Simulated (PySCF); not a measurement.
# Working out the ionisation energy of P

P [Ne] 3s2 3p3 (4S) → P⁺ [Ne] 3s2 3p2 (3P). Calculation: PySCF 2.14, in dyall-acv3z (19s12p6d4f, 113 functions); the spin-free X2C one-electron Hamiltonian (Gaussian nucleus). Frozen: [Ne]; the 26 highest virtual orbitals dropped. Energies in hartree (1 hartree = 27.21139 eV):

| part | P (lower) | P⁺ (upper) |
| --- | --- | --- |
| UHF | -341.536904 | -341.173370 |
| CCSD correlation | -0.103204 | -0.084036 |
| (T) | -0.004205 | -0.002455 |

Task: What does Hartree-Fock give?

Result: (-341.173370) − (-341.536904) = 0.363534 hartree = 9.892 eV.

Task: What do CCSD and CCSD(T) give?

Result: The CCSD correlation energies differ by 0.019168 hartree = 0.522 eV and the triples by 0.001750 hartree = 0.048 eV, so CCSD gives 10.414 eV and CCSD(T) 10.462 eV.

Measured between the centres of the two terms (NIST): 10.526 eV, so CCSD(T) (valence) is off by -0.064 eV.

What remains against the reference includes basis incompleteness, the frozen core and higher excitations.
